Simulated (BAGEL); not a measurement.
**One shape, several levels: doublet [BHF2]+**

Wanted: a comparison of 5 runs (UHF/3-21G, ROHF/6-31G*, UHF/6-31G*, ROHF/def2-TZVPP, FCI/STO-3G) of doublet [BHF2]+. 

The results are computed with BAGEL 1.2.2.

## 1. Starting point

[BHF2]+: 4 atoms, total charge +1, spin state doublet. As SMILES of the parent species, `FBF`. The coordinates come from a PBE0-D4/def2-TZVP relaxation. That shape belongs to the parent species and isn't relaxed for this state.

Bond lengths: F1–B2 1.313 Å, B2–F3 1.313 Å, B2–H4 1.191 Å. Angles: F1–B2–F3 118.1°, F1–B2–H4 121.0°, F3–B2–H4 121.0°.

## 2. A single-point energy at UHF/3-21G (density fitting with qzvpp-jkfit) (run 1)

job.json

```json
{ "bagel": [

{
  "title": "molecule",
  "basis": "3-21g",
  "df_basis": "qzvpp-jkfit",
  "angstrom": true,
  "geometry": [
    { "atom": "F", "xyz": [    1.154300,    0.456900,   -0.361900 ] },
    { "atom": "B", "xyz": [   -0.001900,   -0.031000,    0.025200 ] },
    { "atom": "F", "xyz": [   -1.095400,    0.528700,   -0.438900 ] },
    { "atom": "H", "xyz": [   -0.057000,   -0.954600,    0.775600 ] }
  ]
},
{ "title": "uhf", "charge": 1, "nopen": 1 },
{ "title": "print", "file": "orbitals.molden", "orbitals": true }

]}
```

On the command line:

```sh
BAGEL_NUM_THREADS=1 BAGEL job.json > job.out
```

The log of the run:

```text
* using 1 threads per process

  ===============================================================
  ===============================================================

  *** Geometry ***

  { "atom" : "F", "xyz" : [      2.181311,      0.863416,     -0.683892 ] },
  { "atom" : "B", "xyz" : [     -0.003590,     -0.058582,      0.047621 ] },
  { "atom" : "F", "xyz" : [     -2.070006,      0.999098,     -0.829401 ] },
  { "atom" : "H", "xyz" : [     -0.107714,     -1.803933,      1.465672 ] },

  Number of auxiliary basis functions:      247

  Since a DF basis is specified, we compute 2- and 3-index integrals:
    o Being stored without compression. Storage requirement is 0.002 GB

  Number of basis functions:       29
  Number of electrons      :       24

    * METHOD: MOLECULE                             0.04

  *** Open-shell HF ***

  === Nuclear Repulsion ===
    61.8885547595

      * DIIS with orbital gradients will be used.

  === UHF iteration (3-21g) ===
      0       -222.36996959          0.08793744           0.01
      1       -222.48220065          0.06401013           0.01
      2       -222.51346753          0.04258685           0.01
      3       -222.53596087          0.00147514           0.01
      4       -222.53635793          0.00051462           0.01
      5       -222.53641750          0.00023551           0.01
      6       -222.53643062          0.00015402           0.01
      7       -222.53643501          0.00009479           0.01
      8       -222.53643717          0.00003294           0.01
      9       -222.53643737          0.00001657           0.01
     10       -222.53643740          0.00000622           0.01
     11       -222.53643741          0.00000335           0.01
     12       -222.53643741          0.00000140           0.01
     13       -222.53643741          0.00000075           0.01
     14       -222.53643741          0.00000065           0.01
     15       -222.53643741          0.00000055           0.01
     16       -222.53643741          0.00000050           0.01
     17       -222.53643741          0.00000018           0.01
     18       -222.53643741          0.00000010           0.01
     19       -222.53643741          0.00000005           0.01
     20       -222.53643741          0.00000002           0.01
     21       -222.53643741          0.00000001           0.01
     22       -222.53643741          0.00000001           0.01
    * SCF iteration converged.

    * S^2 (UHF) is 0.7695

    * Permanent dipole moment:
           (    0.088523,     1.486984,    -1.208202) a.u.

    * METHOD: UHF                                  0.21

    * METHOD: PRINT                                0.00

  ===============================================================
```

It took 0.38 s on 1 thread of Arm Neoverse V1, shared host.

## 3. The energy at ROHF/6-31G(d) (density fitting with qzvpp-jkfit, spherical functions) (run 2)

input.json

```json
{ "bagel": [

{
  "title": "molecule",
  "basis": "6-31gs.json",
  "df_basis": "qzvpp-jkfit",
  "angstrom": true,
  "geometry": [
    { "atom": "F", "xyz": [       1.154300,       0.456900,      -0.361900 ] },
    { "atom": "B", "xyz": [      -0.001900,      -0.031000,       0.025200 ] },
    { "atom": "F", "xyz": [      -1.095400,       0.528700,      -0.438900 ] },
    { "atom": "H", "xyz": [      -0.057000,      -0.954600,       0.775600 ] }
  ]
},

{ "title": "rohf", "charge": 1, "nopen": 1 },

{ "title": "print", "file": "orbitals.molden", "orbitals": true }

]}
```

The basis set 6-31G* is read from a file made from the Basis Set Exchange's data (not shown).

On the command line:

```sh
BAGEL_NUM_THREADS=1 BAGEL input.json > input.out
```

The log of the run:

```text
* using 1 threads per process

  ===============================================================
  ===============================================================

  *** Geometry ***

  { "atom" : "F", "xyz" : [      2.181311,      0.863416,     -0.683892 ] },
  { "atom" : "B", "xyz" : [     -0.003590,     -0.058582,      0.047621 ] },
  { "atom" : "F", "xyz" : [     -2.070006,      0.999098,     -0.829401 ] },
  { "atom" : "H", "xyz" : [     -0.107714,     -1.803933,      1.465672 ] },

  Number of auxiliary basis functions:      247

  Since a DF basis is specified, we compute 2- and 3-index integrals:
    o Being stored without compression. Storage requirement is 0.004 GB

  Number of basis functions:       44
  Number of electrons      :       24

    * METHOD: MOLECULE                             0.05

  *** Open-shell HF ***

  === Nuclear Repulsion ===
    61.8885547595

      * DIIS with orbital gradients will be used.

  === ROHF iteration (6-31gs.json) ===
      0       -223.54363621          0.07231660           0.02
      1       -223.65211679          0.05378741           0.02
      2       -223.69479539          0.03728337           0.02
      3       -223.73601139          0.00248449           0.02
      4       -223.73660196          0.00154895           0.02
      5       -223.73715187          0.00079811           0.02
      6       -223.73737949          0.00026912           0.02
      7       -223.73754082          0.00009973           0.02
      8       -223.73756235          0.00001932           0.02
      9       -223.73757669          0.00001081           0.02
     10       -223.73757664          0.00000393           0.02
     11       -223.73757749          0.00000090           0.02
     12       -223.73757750          0.00000028           0.02
     13       -223.73757747          0.00000007           0.02
     14       -223.73757744          0.00000003           0.02
     15       -223.73757744          0.00000001           0.02
     16       -223.73757744          0.00000001           0.02
    * SCF iteration converged.

    * S^2 (ROHF) is 0.7500

    * Permanent dipole moment:
           (    0.098025,     1.638123,    -1.330996) a.u.

    * METHOD: ROHF                                 0.31

    * METHOD: PRINT                                0.01

  ===============================================================
```

It took 0.5 s on 1 thread of Arm Neoverse V1, shared host.

Runs 3 to 4 aren't shown in full; the table further down has their settings and results.

## 4. The energy at FCI/STO-3G (density fitting with qzvpp-jkfit) (run 5)

input.json, as its differences from that of step 3:

```diff
@@ -4,5 +4,5 @@
   "title": "molecule",
-  "basis": "6-31gs.json",
+  "basis": "sto-3g",
   "df_basis": "qzvpp-jkfit",
-  "angstrom": true,
+  "angstrom": "true",
   "geometry": [
@@ -15,5 +15,14 @@
 
-{ "title": "rohf", "charge": 1, "nopen": 1 },
+{
+  "title": "hf",
+  "charge": 2
+},
 
-{ "title": "print", "file": "orbitals.molden", "orbitals": true }
+{
+  "title": "fci",
+  "nstate": 1,
+  "charge": 1,
+  "ncore": 3,
+  "nspin": 1
+}
```

On the command line:

```sh
BAGEL_NUM_THREADS=1 BAGEL input.json > input.out
```

The log of the run:

```text
* using 1 threads per process

  ===============================================================
  ===============================================================

  *** Geometry ***

  { "atom" : "F", "xyz" : [      2.181311,      0.863416,     -0.683892 ] },
  { "atom" : "B", "xyz" : [     -0.003590,     -0.058582,      0.047621 ] },
  { "atom" : "F", "xyz" : [     -2.070006,      0.999098,     -0.829401 ] },
  { "atom" : "H", "xyz" : [     -0.107714,     -1.803933,      1.465672 ] },

  Number of auxiliary basis functions:      247

  Since a DF basis is specified, we compute 2- and 3-index integrals:
    o Being stored without compression. Storage requirement is 0.001 GB

  Number of basis functions:       16
  Number of electrons      :       24

[... 15 lines left out ...]
    * SCF iteration converged.
[... 1 line left out ...]
    * Permanent dipole moment:
[... 49 lines left out ...]
     * ci vector, state   0, <S^2> = 0.7500
       22222222a....     0.9187812782
       222222ba2a...     0.1311150454
       222222aa2b...    -0.1227759047
       222a2222ab...    -0.1174776142
       222b2222aa...     0.1101008513
       22222a222....     0.1033991274
       2222222ab..a.    -0.0627789217
       22222a22b.a..    -0.0599933170
       2222222ba..a.    -0.0585574044
       2222b22a2.a..     0.0566114078
       22222b22a.a..    -0.0552529277
       2222a22a2.b..    -0.0527997568

    * METHOD: FCI                                 54.53

  ===============================================================
```

Wall time 55 s (1 thread of Arm Neoverse V1, shared host); peak memory 1.6 GiB.

## 5. All runs side by side

| run | level | start charge | start multiplicity | energy (Eh) | ⟨S²⟩ | wall time |
| --- | --- | --- | --- | --- | --- | --- |
| 1 | UHF/3-21G (density fitting with qzvpp-jkfit) | – | – | -222.536437 | 0.769 | 0.38 s |
| 2 | ROHF/6-31G* (density fitting with qzvpp-jkfit, spherical functions) | – | – | -223.737577 | 0.750 | 0.5 s |
| 3 | UHF/6-31G* (density fitting with qzvpp-jkfit, spherical functions) | – | – | -223.741860 | 0.765 | 0.56 s |
| 4 | ROHF/def2-TZVPP (density fitting with qzvpp-jkfit) | – | – | -223.843624 | 0.750 | 1.2 s |
| 5 | FCI/STO-3G (density fitting with qzvpp-jkfit) | 2 | 1 | -220.874693 | – | 55 s |

## 6. What came out

```
           quantity          value
run 5: total energy  -220.87469 Eh
```

What this shows: In run 5 the basis is minimal, so the values are rough. All runs together took 58 s, the longest 55 s.
